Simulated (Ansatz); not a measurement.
Li3Si: from a trial structure to a relaxed crystal

These are results of DFT PBE, scalar-relativistic, plane waves, PAW (Ansatz 0.2.0), not measurements. Cutoff 420 eV, Γ-centred k mesh, Gaussian smearing, no spin polarisation in the final step.

The start puts Li3Si on the sites of a reported RuBr3 cell (P6_3/mcm, No. 193), with Si in place of Ru, Li in place of Br, at a guessed volume.

```yaml
crystal:
  lattice:
    - [5.16422, 0.00000, 0.00000]
    - [-2.58211, 4.47235, 0.00000]
    - [0.00000, 0.00000, 4.66535]
  atoms:
    - { symbol: Li, position: [0.31150, 0.31150, 0.25000] }
    - { symbol: Li, position: [0.00000, 0.31150, 0.75000] }
    - { symbol: Li, position: [0.68850, 0.00000, 0.25000] }
    - { symbol: Li, position: [0.68850, 0.68850, 0.75000] }
    - { symbol: Li, position: [0.00000, 0.68850, 0.25000] }
    - { symbol: Li, position: [0.31150, 0.00000, 0.75000] }
    - { symbol: Si, position: [0.00000, 0.00000, 0.00000] }
    - { symbol: Si, position: [0.00000, 0.00000, 0.50000] }
```

Cell and atoms relax at zero pressure; the relaxation can't lower the symmetry of the start. After a coarse first stage the cell is made exact in the group found at 0.06 Å.

The zero of energy is the elements' standard structures at the same level; no fitted shifts are applied.

(1) Which crystal results?

(2) What are its volume, energy, density and gap?

Answers

(1) It ends in P6/mmm (No. 191). Conventional cell: a = 5.093 Å, c = 2.590 Å. Li is coordinated by 6 Li at 2.55–2.59 Å and 4 Si at 2.86 Å; around Si lie 2 Si at 2.59 Å and 12 Li at 2.86 Å.

```xyz
4
Lattice="5.0925 0.0000 0.0000 -2.5463 4.4103 0.0000 0.0000 0.0000 2.5897" Properties=species:S:1:pos:R:3 pbc="T T T"
Li    1.2731    2.2051    1.2948
Li   -1.2731    2.2051    1.2948
Li    2.5463    0.0000    1.2948
Si    0.0000    0.0000    0.0000
```

(2) The volume per atom is 14.54 Å³ and the density is 1.40 g/cm³. The energy over the elements is -0.06 eV/atom and the gap on the 12×12×8 mesh is 0 eV (a metal).

The final run used a 12×12×8 mesh on its 8-atom cell and 0.10 eV smearing. For metals, differences of a few meV/atom aren't resolved. Symmetry constrained the relaxation, so the result can be a saddle point.

Cost: 3 runs of about 1.5 core-minutes in all, on AMD EPYC 7B13 (Zen 3) (shared hosts).